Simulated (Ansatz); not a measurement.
The input, for Ansatz 0.2.0:

```yaml
crystal:
  periodic: [false, false, false]
  atoms:
    - {symbol: As, position_ang: [0.000180, 0.000018, -0.032875]}
    - {symbol: H, position_ang: [1.259297, 0.013995, 0.821503]}
    - {symbol: H, position_ang: [-0.648855, 1.086822, 0.811601]}
    - {symbol: H, position_ang: [-0.623856, -1.102121, 0.810570]}
basis:
  gaussian: {orbitals: 6-31G}
magnetization: {spin_polarized: false}
correlation: {method: ccsdtq, electrons: outside_noble_gas}
```

```sh
$ ansatz run in.yaml --threads 1 --pin off --events-out ev --progress --plain --max-ram 2393MiB
```

Q: Roughly how long does this take on 1 thread of Arm Neoverse V1, shared host, and how much host memory?

A: 6 s wall and 0.16 GiB.

```
601 factors; integrals over basis functions are off by at most 3.3e-8 eV
mean field evaluation 1: about -60832.2479 eV, gradient 8.2e0 eV
mean field evaluation 2: about -60832.2490 eV, gradient 8.2e0 eV
mean field evaluation 4: about -60832.5968 eV, gradient 4.1e-1 eV
mean field evaluation 8: about -60832.5972 eV, gradient 1.1e-6 eV
mean field evaluation 16: about -60832.5971 eV, gradient 1.4e-1 eV
mean field -60832.59721992 eV, -2235.5567140167 hartree, gradient 8.8e-7 eV, S^2 0.000000; 0 other end points of the search recorded, 0 dependent functions left out
14 core orbitals not correlated: weight in the atoms' cores, before any rotation towards them, 0.999 or more for the frozen orbitals, at most 0.000 for the correlated occupied ones
reference -60832.59721992 eV, -2235.5567140167 hartree; 4, 4 occupied and 17, 17 virtual orbitals, 601 factors
second order -1.73579977 eV of doubles, -0.00000000 eV of singles
cycle   1  -2.13852499 eV  change   -4.0e-1 eV  update   5.5e-2
cycle   2  -2.36832710 eV  change   -2.3e-1 eV  update   2.3e-2
cycle   3  -2.37065526 eV  change   -2.3e-3 eV  update   4.3e-3
cycle   4  -2.37230835 eV  change   -1.7e-3 eV  update   1.1e-3
cycle   5  -2.37194554 eV  change    3.6e-4 eV  update   3.5e-4
cycle   6  -2.37185700 eV  change    8.9e-5 eV  update   9.5e-5
cycle   7  -2.37191665 eV  change   -6.0e-5 eV  update   2.2e-5
cycle   8  -2.37191035 eV  change    6.3e-6 eV  update   5.4e-6
cycle   9  -2.37190782 eV  change    2.5e-6 eV  update   1.5e-6
cycle  10  -2.37190836 eV  change   -5.4e-7 eV  update   4.3e-7
Total energy: -60834.96912828 eV, -2235.6438800413 hartree
```

For the same geometry and basis full CI lies 0.0 meV lower.
